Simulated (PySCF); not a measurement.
# C4H3FO: the cost of one run

Computed with PySCF 2.14.0, with density-fitted response routines of our own, on a single molecule in the gas phase. Atoms count from 0, in the outputs and in this text.

## Step 1: The starting structure

9 atoms, charge 0, multiplicity 1; geometry from: GFN2-xTB.

Bonds of the start (Å): O0–C1 1.19, C1–C2 1.42, C2–C3 1.35, C3–C4 1.46, C4–F5 1.38, C3–C1 1.44, C2–H6 1.07, C4–H7 1.10, C4–H8 1.10.

## Step 2: Optimising the geometry at PBE0-D3(BJ)/def2-SVP

What the job is given:

```
{"job": {"xc": "PBE0", "basis": "def2-SVP", "d3": "d3bj", "grid": 1, "kind": "geom"}, "charge": 0, "multiplicity": 1}
O      2.189781    -1.530038     0.300784
C      1.476813    -0.597664     0.108908
C      1.217333     0.770265    -0.180865
C      0.150172    -0.043273     0.005263
C     -1.310296    -0.134643     0.040958
F     -1.910842     1.075427    -0.215585
H      1.521278     1.769055    -0.398777
H     -1.650945    -0.461510     1.031891
H     -1.669732    -0.841624    -0.717757
```

Run with:

```sh
$ OMP_NUM_THREADS=1 python probes_run.py task.json out
```

One launch serves the whole session: the jobs run in the order shown.

**Question.** How long does this first job take on 1 thread of Arm Neoverse V1, shared host, and how much memory does it need?

About 29 s, with a peak of 0.4 GiB.
